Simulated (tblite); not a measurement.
Species: C5H6N (doublet state).
SMILES: `[CH2]C#C/C=N\C`

Method: GFN2-xTB as coded in tblite; computed harmonic values from a numerical Hessian at the method's own geometry, unscaled. Against measured fundamentals such values can be off by several per cent, at times by over 20. Open shells enter through the occupations alone, without spin polarisation, and single modes of such species can be off by tens of per cent.

Harmonic wavenumbers (cm⁻¹): 89.1, 91.5, 144.7, 227.0, 256.6, 327.8, 336.1, 466.5, 622.7, 739.3, 849.1, 857.8, 964.7, 1013.6, 1071.1, 1138.6, 1297.3, 1340.5, 1377.7, 1444.1, 1446.2, 1467.6, 1553.2, 2121.4, 2905.6, 2959.7, 2981.6, 2989.6, 3092.7, 3114.4.

A = 10425, B = 1848, C = 1585 MHz; mass 80.050 u (most abundant isotopes); point group Cs, symmetry number 1; spin multiplicity 2.

What is the zero-point energy?

½Σν̃ = 19644 cm⁻¹ = 56.16 kcal/mol.

Give the ideal-gas entropy at 400 K and 1 bar in the rigid-rotor, harmonic-oscillator model (classical rotation).

Translation 40.54, rotation 27.63, vibration 24.64, spin (R ln 2) 1.38: S = 94.2 cal/(mol K).

And Cp and H(400 K) − H(0)?

Cp = 32.15 cal/(mol K), of which vibrations give 24.20 (their classical limit is 30 R = 59.6); H(400 K) − H(0) = 8.34 kcal/mol without the zero-point energy, 5.16 from vibrations.

What must be added to the electronic energy to get the Gibbs energy at 400 K and 1 bar?

ZPE + [H(400 K) − H(0)] − T·S = 56.16 + 8.34 − 37.68 = 26.82 kcal/mol.

How do the functions run with temperature in this model?

```csv
T (K),S (cal/(mol K)),Cp (cal/(mol K)),H − H(0) (kcal/mol),G − H(0) (kcal/mol),ln q(vib)
150,70.2,18.6,1.96,-8.57,1.69
250,81.1,24.2,4.11,-16.16,3.41
298.15,85.6,26.8,5.33,-20.17,4.23
600,108.9,40.7,15.67,-49.69,9.05
900,127.2,49.3,29.27,-85.21,13.40
```

q(vib) and H(0) count from the zero-point level.

Blend soft modes into free rotors: weight 1/[1 + (100 cm⁻¹/ν̃)⁴] for the oscillator and the rest for a rotor with moment μB/(μ + B), μ = h/(8π²ν), B = 10⁻⁴⁴ kg m². What vibrational entropy results?

23.36 cal/(mol K) in place of 24.64, which changes −T·S at 400 K by +0.51 kcal/mol.

Which modes carry the vibrational entropy at 400 K?

89.1 cm⁻¹: 4.26; 91.5 cm⁻¹: 4.20; 144.7 cm⁻¹: 3.31; 227.0 cm⁻¹: 2.44; 256.6 cm⁻¹: 2.22; 327.8 cm⁻¹: 1.77 cal/(mol K); the other 24 give 6.44 together.

Hindered rotation and anharmonicity are outside this model.

Time: 0.18 s of wall time. Hardware: Arm Neoverse V2, one thread, no GPU, shared host with 96 logical CPUs at a one-minute load of 63. This covers the Hessian and the dipole derivatives.
